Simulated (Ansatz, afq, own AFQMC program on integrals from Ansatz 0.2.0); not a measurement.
**Where AFQMC and coupled cluster stand for CH3B, singlet**

```yaml
atoms:
  - { symbol: B, position_ang: [-0.9345, 0.0086, 0.0074] }
  - { symbol: C, position_ang: [0.5963, -0.0055, -0.0047] }
  - { symbol: H, position_ang: [0.9628, -1.0402, -0.0025] }
  - { symbol: H, position_ang: [0.9841, 0.5112, 0.8828] }
  - { symbol: H, position_ang: [0.9698, 0.5022, -0.9035] }
```

Connectivity, by distances: B–CH3.

Basis cc-pVDZ. Noble-gas cores (and the filled d shells of Ga–Kr and In–Xe) are frozen. Integrals, coupled cluster, full CI and functionals: Ansatz 0.2.0; the random walks run on the same integrals in our own AFQMC program. The CISD trial takes its coefficients from CCSD amplitudes. Released means that phaseless walkers are propagated on without the constraint, phases kept. Free AFQMC starts from the CCSD state and is never constrained. Its projection time is finite, and what remains of the start isn't in its error. Uncertainties: one standard error, sampling alone.

Determinant: UHF, the one that the program's search chose, which needn't be the lowest solution. The geometry is a point of a scan.

No full CI on the walks' own integrals is used here; CCSDT(Q) serves as the reference and is uncertain by about the last step of the cluster series.

Cautions: higher spins were not checked; an unrestricted solution with more broken spin lies lower (73 meV, ⟨S²⟩ 0.32), while this determinant keeps restricted orbitals; the ph-AFQMC/HF walk drifts between its halves (2.8 errors).

```
T1 diagnostic                               : 0.0114
weight of the determinant in the CISD state : 0.873
⟨S²⟩ of the determinant                     : 0.000
size of the correlated space                : 10 electrons in 41 orbitals
```

| level | correlation energy (eV) |
| --- | --- |
| MP2 | -5.5273 |
| CCSD | -6.5469 |
| CCSD(T) | -6.7242 |

Estimate where free-projection AFQMC lies against CCSD(T) on the same integrals.

0.75 ± 0.43 mEh below CCSD(T). The gap is under twice the noise, so this walk alone can't tell the two apart.

Reference: CCSDT(Q), correlation energy -6.755 eV. The released energy is read at 2.40 1/Eh (meV from the phaseless value at times in 1/Eh: 9 ± 9 at 0.24, 8 ± 10 at 0.51, -1 ± 12 at 0.99, 22 ± 17 at 1.62, 41 ± 21 at 2.40).

| level | E − E(reference) (mEh) | share of correlation (%) |
| --- | --- | --- |
| CCSD(T) | 1.14 | 99.54 |
| CCSDT | 0.35 | 99.86 |
| ph-AFQMC/HF | 3.45 ± 2.26 | 98.61 |
| ph-AFQMC/CISD | -0.49 ± 0.50 | 100.20 |
| released AFQMC | 1.02 ± 0.78 | 99.59 |
| free AFQMC | 0.39 ± 0.43 | 99.84 |

Free projections are given only where their last times agree within the noise and don't stop above the reference; a slow remainder of the start can still hide under it. A walk keeps the symmetry of its determinant, which the program's search chose and which needn't be the lowest solution, so a lower state of the same spin and another symmetry isn't excluded. Released energies are given only where the last usable release times agree within the noise; a slower fall can still hide under it.
